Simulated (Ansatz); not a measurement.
`[SH][Mg][SH]` + H₂ → `[MgH][SH]` + H₂S at 700 K and 1 bar (hydrogenolysis of a Mg–S bond).

Program: Ansatz. Geometries: PBE0-D4/def2-TZVP. ΔE: electronic, gas phase. CCSD(T)/CBS is the MP2 limit (def2-TZVPP, def2-QZVPP) plus CCSD(T) − MP2 in def2-TZVPP, frozen cores. This one scheme is used for every species. For Mg outer-core shells are correlated without core-valence functions, which leaves a few kJ/mol of doubt a bond. Each species was taken in one conformer, which may not be the lowest.

| species | CCSD(T)/CBS energy (Eh) | H − E (kJ/mol) | S (J/(mol·K)) |
| --- | --- | --- | --- |
| `[SH][Mg][SH]` | -996.73763 | 98.6 | 391.3 |
| H₂ | -1.17544 | 46.8 | 155.3 |
| `[MgH][SH]` | -598.89578 | 74.7 | 319.5 |
| H₂S | -398.97279 | 64.8 | 236.9 |

H − E and S are ideal-gas, rigid-rotor, harmonic terms from PBE0-D4/def2-TZVP, for one conformer and one mirror image of each species. The MP2-based limit puts H₂ 0.8 mEh under its directly extrapolated value; such offsets cancel only in part. 1 Eh = 2625.50 kJ/mol, R = 8.31446 J/(mol·K).

Task: By hand: ΔE, ΔH, ΔS and ΔG.

Result: ΔE = (-598.89578) + (-398.97279) − (-996.73763) − (-1.17544) = 0.04450 Eh = 116.8 kJ/mol. Δ(H − E) = 74.7 + 64.8 − 98.6 − 46.8 = -5.9, so ΔH = 110.9 kJ/mol. ΔS = 319.5 + 236.9 − 391.3 − 155.3 = 9.8 J/(mol·K). ΔG = 110.9 − 700 × (9.8)/1000 = 104.0 kJ/mol.

Task: By hand: the equilibrium constant, and the temperature at which ΔG would vanish if ΔH and ΔS stayed fixed.

Result: log₁₀ K = −ΔG/(RT ln 10) = -7.8. ΔG = 0 at ΔH/ΔS = 11316 K, far beyond where these terms or the molecules hold.

The number of gas molecules stays the same, so ΔS is small and ΔH decides. A doubt of 5 kJ/mol in ΔE shifts log₁₀ K by 0.4 here. Other conformers and mirror images would add mixing entropy, several J/(mol·K) or more a flexible species. These are equilibria of isolated gas molecules and say nothing of rates. Largest T1 diagnostic: 0.009 (customary marks: 0.02 for closed shells, 0.045 for open ones).
